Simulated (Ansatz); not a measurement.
Reaction (SMILES): FSF + 2 [H][H] (H2) → 2 F (HF) + S (H2S)
B3LYP-D3(BJ)/def2-TZVP geometries, fixed; electronic energies without zero-point terms.
Largest species:
```xyz
3

F     -1.2130    -0.5047     0.0161
S     -0.0057     0.5532     0.0075
F      1.2232    -0.4788    -0.0294
```

Basis-set convergence of the energy of full hydrogenation at PBE with Ansatz (a first-principles code). Cartesian d functions, on some or all atoms, in 6-31G*, 6-31+G*, 6-311G**, 6-311+G**; all else is spherical. The program fits the integrals of some runs and decomposes those of others, by size. No added dispersion term, no relativity. Functions are those of the species that has most. Reference: the value in aug-cc-pV(5+d)Z, -64.23 kcal/mol, itself unsure by roughly 0.14 kcal/mol (its mean distance from pcseg-4, aug-pcseg-3, aug-cc-pV(Q+d)Z). Deviations are taken from unrounded values.

| basis | functions | energy of full hydrogenation (kcal/mol) |
|---|---|---|
| def2-SVP | 46 | -62.51 |
| def2-SVPD | 73 | -79.25 |
| pcseg-1 | 46 | -66.44 |
| aug-pcseg-1 | 73 | -74.92 |
| 6-31G* | 49 | -44.51 |
| 6-31+G* | 61 | -59.93 |
| cc-pV(D+d)Z | 51 | -59.67 |
| aug-cc-pV(D+d)Z | 78 | -72.67 |
| 6-311G** | 63 | -70.49 |
| 6-311+G** | 75 | -79.29 |
| pcseg-2 | 94 | -65.43 |
| aug-pcseg-2 | 142 | -65.62 |
| cc-pV(T+d)Z | 99 | -60.21 |
| aug-cc-pV(T+d)Z | 147 | -65.17 |
| def2-TZVP | 99 | -60.11 |
| def2-TZVPD | 126 | -63.72 |
| def2-TZVPP | 104 | -63.33 |
| def2-TZVPPD | 131 | -65.73 |
| cc-pV(Q+d)Z | 174 | -62.05 |
| aug-cc-pV(Q+d)Z | 249 | -64.47 |
| def2-QZVPP | 184 | -63.71 |
| def2-QZVPPD | 211 | -64.52 |
| pcseg-3 | 184 | -64.31 |
| aug-pcseg-3 | 259 | -64.28 |
| cc-pV(5+d)Z | 282 | -63.68 |
| aug-cc-pV(5+d)Z | 390 | -64.23 |

What the diffuse functions change, pair by pair:
- def2-SVP to def2-SVPD: 27 more functions, deviation 1.72 to -15.02 kcal/mol
- pcseg-1 to aug-pcseg-1: 27 more functions, deviation -2.21 to -10.69 kcal/mol
- 6-31G* to 6-31+G*: 12 more functions, deviation 19.72 to 4.30 kcal/mol
- cc-pV(D+d)Z to aug-cc-pV(D+d)Z: 27 more functions, deviation 4.56 to -8.44 kcal/mol
- 6-311G** to 6-311+G**: 12 more functions, deviation -6.26 to -15.06 kcal/mol
- pcseg-2 to aug-pcseg-2: 48 more functions, deviation -1.20 to -1.39 kcal/mol
- cc-pV(T+d)Z to aug-cc-pV(T+d)Z: 48 more functions, deviation 4.02 to -0.94 kcal/mol
- def2-TZVP to def2-TZVPD: 27 more functions, deviation 4.12 to 0.51 kcal/mol
- def2-TZVPP to def2-TZVPPD: 27 more functions, deviation 0.90 to -1.50 kcal/mol
- cc-pV(Q+d)Z to aug-cc-pV(Q+d)Z: 75 more functions, deviation 2.18 to -0.23 kcal/mol
- def2-QZVPP to def2-QZVPPD: 27 more functions, deviation 0.53 to -0.28 kcal/mol
- pcseg-3 to aug-pcseg-3: 75 more functions, deviation -0.07 to -0.05 kcal/mol
- cc-pV(5+d)Z to aug-cc-pV(5+d)Z: 108 more functions, deviation 0.56 to 0.00 kcal/mol

Leaving out the reference's own pair, they bring the value nearer the reference by more than 0.14 kcal/mol in 5 of 12 pairs.
